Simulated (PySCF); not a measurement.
Mapped SMILES: `[CH3:1][CH2:2][NH:3][CH3:4]`. Hydrogens are named by the atom that carries them.

All values are calculated (PySCF 2.14): geometry from PBE0-D3(BJ)/def2-TZVP, σ from GIAO-B97-2/pcSseg-2. No solvent model, no relativistic terms, fast rotation and ring inversion assumed for equivalent nuclei, one computed conformer.

δ = σ(ref) − σ, references computed at the same level: 13C (185.38 ppm), 1H (31.64 ppm) vs TMS; 15N (261.75 ppm) against NH3.

```tsv
atoms	nucleus	count	δ (ppm)
C2	13C	1	52.1
H(C4)	1H	3	2.52
H(N3)	1H	1	-0.18
N3	15N	1	50.8
C1	13C	1	?
H(C1)	1H	3	1.12
H(C2)	1H	2	2.56
C4	13C	1	?
```

**Question.** Complete the table.

**Answer.** 
- C4: 40.7 ppm, methyl carbon bonded to N; the inductive effect lowers its shielding
- C1: 18.5 ppm, methyl carbon; aliphatic region, no heteroatom directly attached

OH/NH shifts are gas-phase values; hydrogen bonding in solution moves them, usually downfield. Shifts are as computed. Against solution values, carbons near 30 ppm lie about +3 ppm off and those near 130 ppm about +7 ppm. Of 1211 compounds with measured shifts, 218 miss one by over three times the rms of a fit or turn the order of signals round; such compounds aren't used in these exercises. Experimental scales use liquid or dissolved standards, which lie at an offset from isolated NH3 (liquid NH3: subtract about 20 ppm).
